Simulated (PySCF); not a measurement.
## Bonding in `C=CC(=C)[O-]`

C4H5O (charge -1).
SMILES with atom numbers: `[CH2:1]=[CH:2][C:3](=[CH2:4])[O-:5]` (hydrogens: H6, H7 on C1; H8 on C2; H9, H10 on C4)

Geometry (PBE0-D3(BJ)/def2-SVP, Å), atoms numbered from 1 in this order:
```xyz
10
C4H5O angstrom
C     -1.8404    0.0976   -0.1285
C     -0.6274   -0.0805   -0.6675
C      0.6336    0.3081    0.0686
C      1.7942    0.0470   -0.6540
O      0.5165    0.8095    1.2170
H     -1.8785    0.5401    0.8739
H     -2.7706   -0.1752   -0.6393
H     -0.5230   -0.5194   -1.6697
H      1.7559   -0.3979   -1.6534
H      2.7749    0.2846   -0.2274
```

Bond orders from the PBE0/pcSseg-1 density (PySCF). Isolated species at its PBE0-D3(BJ)/def2-SVP geometry (one conformer only). The pcSseg-1 basis has no diffuse functions, a weakness for an anion. The HOMO energy is positive at this level (+0.20 eV), so the outermost electrons may be held by the finite basis alone.

**Question.** How far do the computed orders between heavy atoms stray from the drawn ones?

**Answer.** The largest departure is 0.732, at C3–O5 (drawn single, 1.732). Drawn single, order above 1.12: C3–O5 (1.732). Drawn double or triple, more than 0.30 short of the drawn order: C3–C4 (1.493). The SMILES, with its formal charges, is one Lewis structure only.

**Question.** Set the Mayer orders of the bonds between heavy atoms beside their lengths.

**Answer.** 
```json
{"bond": "C1–C2", "drawn as": "double", "length (Å)": "1.339", "Mayer order": "1.910"}
{"bond": "C2–C3", "drawn as": "single", "length (Å)": "1.511", "Mayer order": "0.932"}
{"bond": "C3–C4", "drawn as": "double", "length (Å)": "1.392", "Mayer order": "1.493"}
{"bond": "C3–O5", "drawn as": "single", "length (Å)": "1.259", "Mayer order": "1.732"}
```

Bonds between the same two heavy elements. C–C: lowest C2–C3 (0.932, 1.511 Å), highest C1–C2 (1.910, 1.339 Å).

**Question.** And the bonds to hydrogen?

**Answer.** C–H: 0.92 to 0.96 (5 bonds).

**Question.** Sum the orders of all bonds at each heavy atom with more than one neighbour and set the sums beside the valence in the SMILES.

**Answer.** C1 3.790 (drawn 4), C2 3.802 (drawn 4), C3 4.157 (drawn 4), C4 3.396 (drawn 4). Orders between atoms that aren't bonded are not in these sums.

Mayer orders depend on the basis set.

The run behind these numbers computed NMR shieldings as well. Hardware: an Arm Neoverse V1 with one thread, on a shared host. Cost: 6.5 s of wall time.
